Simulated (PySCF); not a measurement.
Task: Write Cartesian coordinates for `C(C#CC#N)Cl` as optimised with PBE0-D3(BJ)/def2-SVP.

Result: 
```
atom  x, y, z in Å
N1     3.339    1.566   -0.091
C2     2.305    1.059    0.064
C3     1.083    0.457    0.248
C4     0.004   -0.077    0.411
C5    -1.279   -0.716    0.607
Cl6   -2.627    0.266   -0.035
H7    -1.302   -1.691    0.099
H8    -1.465   -0.881    1.679
```

Any rigid rotation of these coordinates is as good. Atoms count from 1 in this order. The 3 C–C bonds span 1.215 Å (C3≡C4, drawn triple) to 1.446 Å (C4–C5, drawn single), a spread of 0.231 Å. The 6 heavy atoms lie in one plane (0.001 Å rms).

Bonds between heavy atoms (Å): N1≡C2 1.163, C2–C3 1.375, C3≡C4 1.215, C4–C5 1.446, C5–Cl6 1.788.

Method used: PBE0-D3(BJ)/def2-SVP geometry optimisation, gas phase (PySCF 2.14.0).

Point group: Cs (tolerance 0.08 Å). PBE0-D3(BJ)/def2-SVP frequencies: not computed here.
